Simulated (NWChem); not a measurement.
Molecule: carbon disulfide (CS2); SMILES S=C=S

```xyz
3

S      0.0000     0.0000    -1.5561
C      0.0000     0.0000     0.0000
S      0.0000     0.0000     1.5561
```
Atoms are numbered in this order, from 1.

Results from NWChem. Pople sets run with spherical d functions. The geometry was optimised at PBE0/def2-SVP. Total energies compare along this basis series because the functional is fixed.

```json
[
 {"level": "PBE0/STO-3G", "basis functions": "23", "energy (Ha)": "-824.9019", "highest occupied level (eV)": "[?]", "orbital gap (eV)": "[?]"},
 {"level": "PBE0/3-21G", "basis functions": "35", "energy (Ha)": "-829.9843", "highest occupied level (eV)": "-7.98", "orbital gap (eV)": "6.11"},
 {"level": "PBE0/6-31G*", "basis functions": "50", "energy (Ha)": "-834.1263", "highest occupied level (eV)": "-7.83", "orbital gap (eV)": "5.95"},
 {"level": "PBE0/6-31+G*", "basis functions": "62", "energy (Ha)": "-834.1286", "highest occupied level (eV)": "-7.89", "orbital gap (eV)": "5.86"},
 {"level": "PBE0/6-311G**", "basis functions": "70", "energy (Ha)": "-834.1881", "highest occupied level (eV)": "-7.92", "orbital gap (eV)": "5.94"},
 {"level": "PBE0/6-311++G**", "basis functions": "82", "energy (Ha)": "-834.1903", "highest occupied level (eV)": "-7.90", "orbital gap (eV)": "5.88"},
 {"level": "PBE0/def2-TZVPD", "basis functions": "129", "energy (Ha)": "-834.2065", "highest occupied level (eV)": "-7.86", "orbital gap (eV)": "5.78"},
 {"level": "PBE0/def2-QZVP", "basis functions": "197", "energy (Ha)": "-834.2312", "highest occupied level (eV)": "-7.85", "orbital gap (eV)": "5.79"}
]
```

Question: Fill in the missing entries.

Answer: 
- PBE0/STO-3G, highest occupied level (eV): -4.12
- PBE0/STO-3G, orbital gap (eV): 6.74
